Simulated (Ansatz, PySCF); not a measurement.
Reaction: C3H8O (SMILES CCOC) → CH3O (SMILES C[O], doublet) + C2H5 (SMILES [CH2]C, doublet) (the C-O bond breaks)
Each species at its own B3LYP-D3(BJ)/def2-TZVP minimum (Ansatz, a program for electronic structure), one conformer.

Total energies in hartree (Ansatz). Open shells are spin-unrestricted; no spin-orbit coupling. Correlated methods leave the cores frozen. No relativity.

```tsv
species	HF/cc-pVTZ	CCSD(T)/cc-pVTZ	HF/cc-pVQZ	CCSD(T)/cc-pVQZ	CCSD(T)/cc-pVDZ	CCSDT(Q)/cc-pVDZ
1: C3H8O (SMILES CCOC)	-193.17939	-194.02144	-193.19317	-194.08181	-193.80921	-193.81132
2: CH3O (SMILES C[O], doublet)	-114.46570	-114.87469	-114.47449	-114.91011	-114.75483	-114.75595
3: C2H5 (SMILES [CH2]C, doublet)	-78.62785	-79.00245	-78.63306	-79.02569	-78.91562	-78.91668
```

**Question.** Work out the bond dissociation energy (enthalpy at 298 K, rigid-rotor harmonic-oscillator terms from PySCF's Hessians at B3LYP-D3(BJ)/def2-TZVP) in kcal/mol: take Hartree-Fock from cc-pVQZ, extrapolate the CCSD(T) correlation energy as X^-3 (X = 3, 4), and add CCSDT(Q) - CCSD(T) in cc-pVDZ. The further terms named in the bracket sum to -0.01016 hartree. 1 hartree = 627.51 kcal/mol.

**Answer.** 
Species 1: correlation (64·(-0.88864) - 27·(-0.84205))/37 = -0.92264; step -0.00211; E1 = -193.19317 + (-0.92264) + (-0.00211) = -194.11792
Species 2: correlation (64·(-0.43562) - 27·(-0.40899))/37 = -0.45505; step -0.00112; E2 = -114.47449 + (-0.45505) + (-0.00112) = -114.93066
Species 3: correlation (64·(-0.39263) - 27·(-0.37460))/37 = -0.40579; step -0.00106; E3 = -78.63306 + (-0.40579) + (-0.00106) = -79.03991
-1·E1 +1·E2 +1·E3 -0.01016 = 0.13719 hartree = 86.1 kcal/mol. From measured enthalpies of formation at 298 K: 84.7 kcal/mol (G2/97 table in ASE (Curtiss et al.)). The calculations leave out spin-orbit terms and other conformers. The composite differs from it by +1.4 kcal/mol; core, relativistic and spin-orbit terms are not in it.
